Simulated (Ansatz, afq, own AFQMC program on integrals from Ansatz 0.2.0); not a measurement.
Where AFQMC and coupled cluster stand for Os, quintet

A free Os atom.

Basis def2-TZVPP with its core potentials. Only valence electrons are correlated. Integrals, coupled cluster, full CI and functionals: Ansatz 0.2.0; the random walks run on the same integrals in our own AFQMC program. ph-AFQMC/CISD is guided by a CISD state made of CCSD amplitudes; releasing the constraint for a short imaginary time cuts its bias at the price of noise, slowly where states lie close. Free projection: walkers drawn from exp(T), propagated without any constraint. Its projection time is finite, and what remains of the start isn't in its error. ± is one standard error of the sampling. No spin–orbit coupling. The metal's outer-core s and p shells are frozen, which shifts wave-function levels against functionals.

Determinant: UHF, the one that the program's search chose, which needn't be the lowest solution.

No full CI on the walks' own integrals is used here; CCSDT(Q) serves as the reference and is uncertain by about the last step of the cluster series.

Cautions: no spin-orbit coupling; outer-core shells of the metal frozen; the ph-AFQMC/CISD walk drifts between its halves (2.4 errors).

- T1 diagnostic: 0.0191
- weight of the determinant in the CISD state: 0.915
- ⟨S²⟩ of the determinant: 6.030
- size of the correlated space: 8 electrons in 52 orbitals

Reference: CCSDT(Q), correlation energy -5.048 eV. The released energy is read at 1.50 1/Eh (meV from the phaseless value at times in 1/Eh: -5.7 ± 1.7 at 0.24, -4 ± 3 at 0.50, -12.3 ± 2.2 at 1.00, -11 ± 3 at 1.50).

```tsv
level	E − E(reference) (kJ/mol)	share of correlation (%)
HF	487.1	0.00
MP2	32.9	93.24
CCSD	20.1	95.88
CCSD(T)	1.4	99.70
CCSDT	0.8	99.85
ph-AFQMC/HF	8.9 ± 2.0	98.16
ph-AFQMC/CISD	1.7 ± 0.2	99.66
released AFQMC	0.6 ± 0.3	99.87
free AFQMC	0.1 ± 0.3	99.98
```

Free projections are given only where their last times agree within the noise and don't stop above the reference; a slow remainder of the start can still hide under it. A walk keeps the symmetry of its determinant, which the program's search chose and which needn't be the lowest solution, so a lower state of the same spin and another symmetry isn't excluded. Released energies are given only where the last usable release times agree within the noise; a slower fall can still hide under it.
